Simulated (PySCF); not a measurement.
Static polarisabilities and like-pair C6 coefficients by linear response at PBE0/aug-cc-pVTZ (PySCF, frozen core in the response, non-relativistic, gas phase), PBE0-D3(BJ)/def2-TZVP geometries, one conformer each; atomic units unless stated.

```
label                species     α     C6
    P  `[BH3-][PH3+]` (BH6P)  48.0  802.3
    Q          `COC` (C2H6O)  33.9  519.8
    R        `C(O)C` (C2H6O)  33.6  512.8
    S       `COCOC` (C3H8O2)  50.0   1165
```

**Question.** Estimate the unlike-pair coefficients by the rule C6(AB) = 2·C6(AA)·C6(BB) / [C6(AA)·αB/αA + C6(BB)·αA/αB], and compare with the geometric mean.

**Answer.** 
```csv
pair,combination rule,geometric mean,ratio
PQ,640.4,645.8,0.992
PR,635.7,641.4,0.991
PS,956.7,966.8,0.990
QR,516.3,516.3,1.000
QS,778.1,778.2,1.000
RS,772.9,772.9,1.000
```

The rule is exact for one-pole polarisabilities and never exceeds the geometric mean; the two meet where both partners have the same effective excitation energy. These unlike-pair values are estimates, not computed integrals.
